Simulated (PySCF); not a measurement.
# Stretching HF

Set-up: basis H def2-SVPD, F def2-SVPD; no relativity; PySCF 2.14. Energies in eV from H + F in their ground configurations at the same level. State: ¹Σ⁺ (singlet), closed shell.

All columns are BHandHLYP. A positive dipole means H(−)F(+).

| R (Å) | E (eV) | μ (D) | Mulliken charge on H (basis-dependent) | HOMO (eV) | LUMO (eV) | Mayer bond order | ⟨S²⟩ |
| --- | --- | --- | --- | --- | --- | --- | --- |
| 0.792 | -5.100 | -1.66 | 0.12 | -14.52 | 1.37 | 1.07 | 0.00 |
| 0.829 | -5.458 | -1.73 | 0.17 | -14.41 | 1.28 | 1.03 | 0.00 |
| 0.866 | -5.655 | -1.79 | 0.22 | -14.30 | 1.17 | 0.99 | 0.00 |
| 0.893 | -5.721 | -1.85 | 0.25 | -14.22 | 1.08 | 0.97 | 0.00 |
| 0.921 | -5.731 | -1.90 | 0.28 | -14.15 | 0.97 | 0.94 | 0.00 |
| 0.949 | -5.694 | -1.95 | 0.30 | -14.07 | 0.85 | 0.92 | 0.00 |
| 0.986 | -5.588 | -2.02 | 0.34 | -13.98 | 0.67 | 0.89 | 0.00 |
| 1.032 | -5.386 | -2.11 | 0.37 | -13.86 | 0.41 | 0.86 | 0.00 |
| 1.087 | -5.074 | -2.21 | 0.41 | -13.73 | 0.05 | 0.83 | 0.00 |
| 1.161 | -4.585 | -2.36 | 0.44 | -13.57 | -0.47 | 0.80 | 0.00 |

A fit through these points gives, at Re = 0.912 Å, μ = -1.88 D and dμ/dR = -1.85 D/Å; the reduced mass is 0.9571 u.

How strong is the fundamental in the double-harmonic approximation, I = 42.26·(dμ/dR)²/μred km/mol?

I = 42.26·(-1.85)²/0.9571 = 151 km/mol at BHandHLYP.
